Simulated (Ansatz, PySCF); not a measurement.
Species: C₂H₅O, charge 0, multiplicity 2. It need not be the lowest isomer of its formula. 
Geometry from a B3LYP-D3(BJ)/def2-TZVP (Ansatz, a first-principles code) optimisation:
SMILES: [CH2]CO
```xyz
8

C      1.1500    -0.5481     0.0778
C      0.1001     0.4855     0.1538
O     -1.1512    -0.0848    -0.2195
H     -1.8025     0.6203    -0.2893
H      0.0546     0.9063     1.1703
H      0.3469     1.3296    -0.5164
H      2.1102    -0.3827     0.5442
H      0.9997    -1.4196    -0.5423
```
Charge 0, spin multiplicity 2.

Property: atomisation energy (electronic, to ground-state atoms), in kcal/mol. Cores are frozen in the correlated levels unless marked. Open shells are spin-unrestricted. No spin-orbit coupling. No relativistic terms. The coupled-cluster limit lacks core correlation, which all-electron functionals hold. CBS marks a two-point X^-3 extrapolation of the correlation energy; Hartree-Fock from the larger set. The bracket is a focal-point correction in the basis named.

```json
[
 {"level": "HF-D3(BJ)/def2-TZVPD", "program": "PySCF + dftd3", "atomisation energy (kcal/mol)": "531.5"},
 {"level": "M06-L/def2-TZVPD", "program": "PySCF", "atomisation energy (kcal/mol)": "…"},
 {"level": "B3LYP/def2-TZVPD", "program": "Ansatz", "atomisation energy (kcal/mol)": "…"},
 {"level": "PBE0-D4/def2-TZVP", "program": "Ansatz + dftd4", "atomisation energy (kcal/mol)": "702.0"},
 {"level": "MN15/def2-TZVPD", "program": "PySCF", "atomisation energy (kcal/mol)": "699.4"},
 {"level": "CAM-B3LYP/def2-TZVPD", "program": "Ansatz", "atomisation energy (kcal/mol)": "702.4"},
 {"level": "wB97M-V/def2-TZVPD", "program": "Ansatz", "atomisation energy (kcal/mol)": "…"},
 {"level": "RI-MP2/CBS(cc-pVTZ,cc-pVQZ)+[CCSD(T)-MP2]/cc-pVTZ", "program": "Ansatz", "atomisation energy (kcal/mol)": "…"}
]
```

Task: Complete the blanks.

Result: 
- M06-L/def2-TZVPD, atomisation energy (kcal/mol): 693.0
- B3LYP/def2-TZVPD, atomisation energy (kcal/mol): 697.4
- wB97M-V/def2-TZVPD, atomisation energy (kcal/mol): 699.9
- RI-MP2/CBS(cc-pVTZ,cc-pVQZ)+[CCSD(T)-MP2]/cc-pVTZ, atomisation energy (kcal/mol): 700.0
